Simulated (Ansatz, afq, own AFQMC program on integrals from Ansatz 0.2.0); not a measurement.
Where AFQMC and coupled cluster stand for SiH2, singlet

```yaml
atoms:
  - { symbol: Si, position_ang: [0.0000, -0.0715, 0.0000] }
  - { symbol: H, position_ang: [0.0000, 0.9958, -1.0900] }
  - { symbol: H, position_ang: [0.0000, 0.9958, 1.0900] }
```

Basis cc-pVDZ. Noble-gas cores (and the filled d shells of Ga–Kr and In–Xe) are frozen. Integrals, coupled cluster, full CI and functionals: Ansatz 0.2.0; the random walks run on the same integrals in our own AFQMC program. ph-AFQMC/CISD is guided by a CISD state made of CCSD amplitudes; releasing the constraint for a short imaginary time cuts its bias at the price of noise, slowly where states lie close. Free projection: walkers drawn from exp(T), propagated without any constraint. Its projection time is finite, and what remains of the start isn't in its error. Uncertainties: one standard error, sampling alone.

Determinant: RHF, the one that the program's search chose, which needn't be the lowest solution. The geometry is a PBE0/def2-TZVP stationary point of this or a neighbouring charge and spin state.

Full CI on the same integrals is exact in this basis and with this determinant's frozen core.

Cautions: higher spins were not checked; restricted determinant unstable towards unrestricted (UHF 90 meV lower, ⟨S²⟩ 0.38).

```
T1 diagnostic                               : 0.0137
weight of the determinant in the CISD state : 0.911
size of the correlated space                : 6 electrons in 23 orbitals
```

```tsv
level	correlation energy (eV)
MP2	-2.4039
CCSD	-3.1795
CCSD(T)	-3.2406
```

Question: Estimate where free-projection AFQMC lies against CCSD(T) on the same integrals.

Answer: 1.9 ± 0.4 kJ/mol below CCSD(T).

Reference: full CI, correlation energy -3.260 eV. The released energy is read at 2.40 1/Eh (meV from the phaseless value at times in 1/Eh: 1 ± 3 at 0.24, -3 ± 3 at 0.51, -5.5 ± 2.3 at 0.99, -8 ± 3 at 1.62, -6 ± 3 at 2.40).

```
         level  E − E(reference) (kJ/mol)  share of correlation (%)
       CCSD(T)                        1.9                     99.40
         CCSDT                        0.3                     99.90
      CCSDT(Q)                        0.1                     99.98
        CCSDTQ                        0.0                    100.00
 ph-AFQMC/CISD                  0.7 ± 0.3                     99.76
released AFQMC                  0.2 ± 0.3                     99.94
    free AFQMC                  0.0 ± 0.4                    100.00
```

CCSDT and higher add their correlation energy to the determinant of the CCSD(T) run, since their own runs factorise the integrals more tightly (a shift of under 2 meV). Free projections are given only where their last times agree within the noise and don't stop above the reference; a slow remainder of the start can still hide under it. A walk keeps the symmetry of its determinant, which the program's search chose and which needn't be the lowest solution, so a lower state of the same spin and another symmetry isn't excluded. Released energies are given only where the last usable release times agree within the noise; a slower fall can still hide under it.
